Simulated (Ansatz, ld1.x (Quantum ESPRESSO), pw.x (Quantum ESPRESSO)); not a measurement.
## Rb (Z = 37): one change to the TM potential, in the atom and in the bcc crystal

* Element: rubidium
* Generator: ld1.x (Quantum ESPRESSO) 7.5
* Type: norm-conserving Troullier–Martins (Kleinman–Bylander form)
* Functional: PBE
* Relativity: scalar-relativistic
* Frozen core: [Kr]
* Valence charge: 1
* Reference configuration: 4d1 5s0 5p0
* Partial waves: 5s (bound, empty): rc 4.15 bohr; 5p (bound, empty): rc 4.15 bohr; 4d (bound): rc 4.20 bohr
* Local potential: all-electron potential smoothed inside 3.65 bohr (lloc = -1)
* Core correction: a·sin(br)/r model core, default radius (core density twice the valence density)

Change: core correction a·sin(br)/r model core inside 2.48 bohr.

Cutoffs, loose and tight: the cutoffs (Ry, on a coarse ladder) from which the occupation-weighted sum of valence levels, in a spherical-Bessel basis at the reference potential, stays within 10 and 1 mRy of its value at 400 Ry. They do not see the model core or the augmentation charge, which bear on the density cutoff. Test errors are all-electron minus pseudo excitation energies from the reference, over the configurations 4d0 5s1 5p0; 4d0 5s0.5 5p0; 4d0 5s0 5p1; 4d0.5 5s0.5 5p0; variants that change the core or the reference have their own tests.

Crystal test: bcc Rb in pw.x 7.5, no spin, 8³ k-points, Fermi–Dirac smearing 0.01 Ry, cutoffs set for each file from its atomic test. The reference is all-electron LAPW (Ansatz 0.2.0) with the same functional, mesh and smearing; V0 and B0 come from Birch–Murnaghan fits to the pressures at five volumes. Errors are pseudo minus all-electron; Δ is the rms difference of the E(V) curves that follow from these fits, minima aligned, over ±6 % about the mean V0. Mesh and smearing are coarse, so the numbers serve the comparison and aren't converged zero-temperature values; the lattice is a test structure that the element need not adopt.

All-electron: a0 = 5.681 Å (V0 = 91.67 Å³/atom), B0 = 2.7 GPa.

Q: Does the change bring the crystal closer to the all-electron result?

A: The mean pressure error goes from -0.25 to -0.04 GPa, so the change moves the solid closer to the all-electron pressures.

| quantity | base | changed |
| --- | --- | --- |
| outcome (atom) | generated | generated |
| cutoff, loose (atom) | 6 Ry | 6 Ry |
| cutoff, tight (atom) | 8 Ry | 8 Ry |
| bound ghosts (atom) | none | none |
| largest test error (meV) (atom) | +29 | -3.5 |
| cutoffs in pw.x (Ry) | 50/200 | 50/200 |
| a0 (Å) | – | 5.655 |
| a0 error (%) | – | -0.46 |
| B0 error (%) | – | +3.4 |
| Δ (meV/atom) | – | 0.7 |
| mean pressure error (GPa) | -0.25 | -0.04 |

A dash: not determined, or the minimum lies outside the volumes sampled.

Base: This is a poor potential for the solid. The atomic tests give no hint of an error of this size, and its cause was not traced. The logarithmic derivative shows an extra or strongly shifted pseudo pole above the reference energy (s near 0.74 Ry, p near 1.76 Ry). Changed file: The logarithmic derivative shows an extra or strongly shifted pseudo pole above the reference energy (s near 0.74 Ry, p near 1.76 Ry). The atomic cutoffs weigh occupied waves only.
